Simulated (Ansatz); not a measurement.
# NH₂Cl (triplet): the correlation ladder at distance Cl1–H2 along a hydrogen transfer = 1.327 Å, cc-pVDZ

How much of the correlation energy of NH₂Cl (triplet) does each wave-function method recover here?

The runs use Ansatz 0.2.0, Gaussian basis; cc-pVDZ, core rule «outside noble gas», up to 6 orbitals frozen.

The runs, in order: UHF; CCSD(T) on ROHF; CCSD(T) on UHF; BCCD(T) on ROHF; CISD; CCSDT(Q) on ROHF; CCSDT(Q) on UHF; CASSCF and MRCISD+Q, 4 electrons in 4 orbitals; CASSCF and NEVPT2, 4 electrons in 4 orbitals; CASSCF and MRCISD+Q, 14 electrons in 10 orbitals; CASSCF and NEVPT2, 14 electrons in 10 orbitals.

5 further runs of the same task are left out: 5 that didn't finish.

### Step 1. The system

The geometry derives from fragments relaxed apart (PBE0/def2-TZVP) and kept rigid, so it is no stationary point. A hydrogen atom is moved between rigid fragments.

4 atoms, charge 0, spin multiplicity 3.

Atoms are counted from 1 here; the program's logs count them from 0.

Bond lengths: Cl1–H2 1.327 Å, N3–H4 1.040 Å.

### Step 2. UHF

File in.yaml:

```yaml
crystal:
  periodic: [false, false, false]
  atoms:
    - {symbol: Cl, position_ang: [-0.805092, 0.019664, 0.000000]}
    - {symbol: H, position_ang: [0.521908, 0.019664, 0.000000]}
    - {symbol: N, position_ang: [1.847908, 0.019664, 0.000000]}
    - {symbol: H, position_ang: [2.116989, -0.984563, 0.000000]}
basis:
  gaussian: {orbitals: cc-pVDZ}
magnetization: {spin_polarized: true, initial_magnetization: 2}
hamiltonian: {xc: hf}
output: {orbitals: {seedname: orbitals}}
```

Launch:

```bash
ansatz run in.yaml --threads 1 --pin off --events-out ev --progress --plain --max-ram 2393MiB
```

The runs that follow: CCSD(T) on ROHF; CCSD(T) on UHF; BCCD(T) on ROHF; CISD; CCSDT(Q) on ROHF; CCSDT(Q) on UHF; CASSCF and MRCISD+Q, 4 electrons in 4 orbitals; CASSCF and NEVPT2, 4 electrons in 4 orbitals; CASSCF and MRCISD+Q, 14 electrons in 10 orbitals; CASSCF and NEVPT2, 14 electrons in 10 orbitals.

Q: Predict the results of all the runs planned. Wanted: UCCSDT(Q) below the RHF energy; RMP2 from UCCSDT(Q); UMP2 from UCCSDT(Q); RCCSD from UCCSDT(Q); RCCSD(T) from UCCSDT(Q); UCCSD(T) from UCCSDT(Q); RCCSDT(Q) from UCCSDT(Q); NEVPT2 pair from UCCSDT(Q); MRCISD+Q pair from UCCSDT(Q).

**Answer**, as computed:

```
                         quantity                                                                     value
   UCCSDT(Q) below the RHF energy                                                                -8.5396 eV
              RMP2 from UCCSDT(Q)                                                             +108.6 kJ/mol
              UMP2 from UCCSDT(Q)                                                             +107.8 kJ/mol
             RCCSD from UCCSDT(Q)                                                              +18.4 kJ/mol
          RCCSD(T) from UCCSDT(Q)                                                               +3.3 kJ/mol
          UCCSD(T) from UCCSDT(Q)                                                               +3.1 kJ/mol
         RCCSDT(Q) from UCCSDT(Q)                                                               +0.1 kJ/mol
       NEVPT2 pair from UCCSDT(Q)                                                             +104.8 kJ/mol
     MRCISD+Q pair from UCCSDT(Q)                                                               +6.9 kJ/mol
    NEVPT2 valence from UCCSDT(Q)                                                             +136.5 kJ/mol
levels within 1 kcal/mol (43 meV)  RCCSD(T), UCCSD(T), BCCD(T), RCCSDT, UCCSDT, RCCSDT(Q), MRCISD+Q valence
                    T1 diagnostic                                                                     0.024
   effectively unpaired electrons                                                                      2.01
```

**Reading.** RCCSD(T) misses by +3.3 kJ/mol, 0.4 % of the correlation energy. One determinant dominates. Of the multireference levels listed MRCISD+Q valence comes nearest in total energy (+3.6 kJ/mol), which doesn't show that its space is the better one. These misses are within one basis, not against nature; the frozen cores of restricted and unrestricted runs differ, which can shift their rows.
